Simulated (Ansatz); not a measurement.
Geometry optimisation, UKS r2SCAN/def2-SVP in Ansatz.

The input (input.yaml):

```yaml
crystal:
  periodic: [false, false, false]
  atoms:
    - { symbol: Al, position_ang: [-1.46992, 0.32847, -0.42473] }
    - { symbol: Mg, position_ang: [1.03115, -0.2649, 0.30766] }
    - { symbol: Cl, position_ang: [2.18588, -1.5838, 1.59064] }
    - { symbol: H, position_ang: [-1.74712, 1.52023, -1.47358] }
magnetization:
  spin_polarized: true
  initial_magnetization: 1
basis:
  gaussian: { orbitals: def2-SVP }
hamiltonian:
  xc: r2scan
relax:
  f_tol: 0.015
  max_steps: 40
output:
  orbitals: {}
```

Launched with:

```bash
$ ansatz run input.yaml --threads 1 --pin off --max-ram 2048MiB --backend cpu --events-out ev --progress --plain --runs-dir out
```

**Question.** Where does it end, and by what steps?

**Answer.** The run converged. After 6 steps the energy has fallen by 0.130 eV; Mg2 moved furthest, 0.39 Å.

```
step  energy less start (eV)  largest force component (eV/Å)  accepted
   0                  0.0000                           0.529       yes
   1                 -0.0876                           0.383       yes
   2                 -0.0942                           0.438       yes
   3                 -0.1179                           0.126       yes
   4                 -0.1278                           0.051       yes
   5                 -0.1246                           0.080        no
   6                 -0.1295                           0.010       yes
```

```xyz
4
Properties=species:S:1:pos:R:3
Al -1.547 0.410 -0.510
Mg 0.800 -0.506 0.515
Cl 2.479 -1.523 1.555
H -1.731 1.619 -1.560
```

Whether the end is a true minimum wasn't checked by a vibrational analysis.

Run time: 46 s on 1 thread of Arm Neoverse V2, on a shared host, peak memory 0.2 GiB.
